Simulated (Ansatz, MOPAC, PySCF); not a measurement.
System: CHF2 (charge 0, doublet). SMILES: F[CH]F
Geometry: optimised at B3LYP-D3(BJ)/def2-TZVP (Ansatz, a first-principles code).

Unscaled harmonic wavenumbers (cm⁻¹) in rising order, each level at the stationary point that it reaches from this structure (no distance between atoms moves by over 0.3 Å); the order of modes can differ between levels, and a negative number is imaginary. B3LYP-D3(BJ)/def2-TZVP (PySCF, at the structure above): 547, 995, 1170, 1178, 1331, 3111.

AM1 (MOPAC): 505, 607, 1221, 1407, 1565, 3191. Zero-point energy 12.1 against 11.9 kcal/mol; where all levels lie over 400 cm⁻¹, the wavenumbers are on average 0.995 times those of B3LYP-D3(BJ)/def2-TZVP.

B3LYP/6-31G* (Ansatz): 536, 1019, 1186, 1204, 1373, 3119. Zero-point energy 12.1 against 11.9 kcal/mol; where all levels lie over 400 cm⁻¹, the wavenumbers are on average 1.012 times those of B3LYP-D3(BJ)/def2-TZVP.
